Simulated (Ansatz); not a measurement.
Ideal-gas functions of C$_{2}$H$_{4}$FNO (`N=COCF`) at 600 K and 1 bar, from an Ansatz frequency run at PBE0-D4/def2-TZVP.

Molar mass 77.06 g/mol, point group Cs (symmetry number 1), electronic degeneracy 1, moments of inertia 25.514, 175.883, 198.089 u Å². Harmonic wavenumbers (cm⁻¹, unscaled): 69, 234, 252, 457, 715, 844, 1023, 1064, 1131, 1169, 1172, 1272, 1273, 1417, 1451, 1535, 1734, 3024, 3082, 3178, 3529.

Use S(trans) = R[1.5 ln M + 2.5 ln T − 1.1517]; rotational temperatures θ = 24.2544 K / I; S(rot) = R[ln(√π/σ · √(T³/θAθBθC)) + 1.5]; for each mode x = 1.438777 ν̃/T, S = R[x/(eˣ − 1) − ln(1 − e⁻ˣ)] and H = RT x/(eˣ − 1); 1 cm⁻¹ = 0.0119627 kJ/mol; R = 8.31446 J/(mol·K).

Problem. By hand: the entropy, in J/(mol·K).

Solution. Translation 177.6. Rotation: θ = 0.9506, 0.1379, 0.1224 K, giving 114.2. Vibration, mode by mode: 23.28, 13.23, 12.63, 7.96, 4.78, 3.74, 2.67, 2.47, 2.17, 2.02, 2.01, 1.66, 1.66, 1.26, 1.18, 1.00, 0.68, 0.05, 0.04, 0.04, 0.02, in all 84.6. Electronic 0.0. Sum 376.4 J/(mol·K).

Problem. By hand: H − E and G − E in kJ/mol, counted from the electronic energy.

Solution. Zero-point energy ½ × 29625 × 0.0119627 = 177.2; thermal vibration 26.6; translation, rotation and pV give 4 RT = 20.0. H − E = 223.8 kJ/mol, and G − E = 223.8 − 600 × 376.4/1000 = -2.0 kJ/mol.

Vibration gives 22 % of the entropy, 23.3 J/(mol·K) of it from the mode under 150 cm⁻¹: soft modes count most, and the harmonic formula is weakest for them. The sum counts one conformer and one mirror image; others add a mixing term.
